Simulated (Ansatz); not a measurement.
**AlPH (quartet): from Hartree-Fock to the top rungs at scale of all distances = 1.783, 6-31G**

How much of the correlation energy of AlPH (quartet) does each wave-function method recover here?

Program: Ansatz 0.2.0, Gaussian basis. Level of theory: 6-31G, core rule «outside noble gas», up to 10 orbitals frozen. These are calculated values, not measurements.

To be run: UHF; CCSD(T) on ROHF; CCSD(T) on UHF; BCCD(T) on ROHF; CISD; CCSDT(Q) on ROHF; CCSDT(Q) on UHF; CCSDTQ on ROHF; CASSCF and MRCISD+Q, 5 electrons in 5 orbitals; CASSCF and NEVPT2, 5 electrons in 5 orbitals; CASSCF and MRCISD+Q, 9 electrons in 9 orbitals; CASSCF and NEVPT2, 9 electrons in 9 orbitals; Full CI.

10 further runs of the same task are left out: 7 that didn't finish, 3 set aside as unsound or not needed.

## Step 1: What is computed

The geometry derives from a PBE0/def2-TZVP stationary point (not a proven minimum). All distances are scaled together.

3 atoms, charge 0, spin multiplicity 4.

Atoms are counted from 1 here; the program's logs count them from 0.

No contacts short enough for the rule that draws bonds.

## Step 2: UHF

in.yaml reads:

```yaml
crystal:
  periodic: [false, false, false]
  atoms:
    - {symbol: Al, position_ang: [0.000000, 0.062125, 2.318902]}
    - {symbol: P, position_ang: [0.000000, -0.131308, -1.941076]}
    - {symbol: H, position_ang: [0.000000, 2.372046, -2.425857]}
basis:
  gaussian: {orbitals: 6-31G}
magnetization: {spin_polarized: true, initial_magnetization: 3}
hamiltonian: {xc: hf}
output: {orbitals: {seedname: orbitals}}
```

Command:

```
> ansatz run in.yaml --threads 1 --pin off --events-out ev --progress --plain --max-ram 2393MiB
```

Further steps of the session: CCSD(T) on ROHF; CCSD(T) on UHF; BCCD(T) on ROHF; CISD; CCSDT(Q) on ROHF; CCSDT(Q) on UHF; CCSDTQ on ROHF; CASSCF and MRCISD+Q, 5 electrons in 5 orbitals; CASSCF and NEVPT2, 5 electrons in 5 orbitals; CASSCF and MRCISD+Q, 9 electrons in 9 orbitals; CASSCF and NEVPT2, 9 electrons in 9 orbitals; Full CI.

Before running them: what should the planned runs give, taken together? Wanted: FCI below the RHF energy; RMP2 from FCI; UMP2 from FCI; RCCSD from FCI; RCCSD(T) from FCI; UCCSD(T) from FCI; RCCSDT(Q) from FCI; UCCSDT(Q) from FCI; NEVPT2 pair from FCI.

The runs gave:

| quantity | value |
| --- | --- |
| FCI below the RHF energy | -3.4674 eV |
| RMP2 from FCI | +1593.0 meV |
| UMP2 from FCI | +710.5 meV |
| RCCSD from FCI | +69.6 meV |
| RCCSD(T) from FCI | +12.3 meV |
| UCCSD(T) from FCI | +19.8 meV |
| RCCSDT(Q) from FCI | +0.4 meV |
| UCCSDT(Q) from FCI | +1.6 meV |
| NEVPT2 pair from FCI | +504.0 meV |
| MRCISD+Q pair from FCI | -26.8 meV |
| NEVPT2 valence from FCI | +236.9 meV |
| levels within 1 kcal/mol (43 meV) | RCCSD(T), UCCSD(T), BCCD(T), RCCSDT, UCCSDT, RCCSDT(Q), UCCSDT(Q), RCCSDTQ, MRCISD+Q pair, MRCISD valence, MRCISD+Q valence |
| T1 diagnostic | 0.088 |
| effectively unpaired electrons | 3.97 |

What this shows: RCCSD(T) misses by +12.3 meV, 0.4 % of the correlation energy. MRCISD+Q pair falls below full CI: the +Q correction isn't variational, and the cores differ from full CI's. The occupations show strong static correlation (4.0 unpaired electrons where one determinant has 3). Coupled cluster on one determinant still stays close here. Of the multireference levels listed MRCISD+Q valence comes nearest in total energy (+5.4 meV), which doesn't show that its space is the better one. These misses are within one basis, not against nature; the frozen cores of restricted and unrestricted runs differ, which can shift their rows.
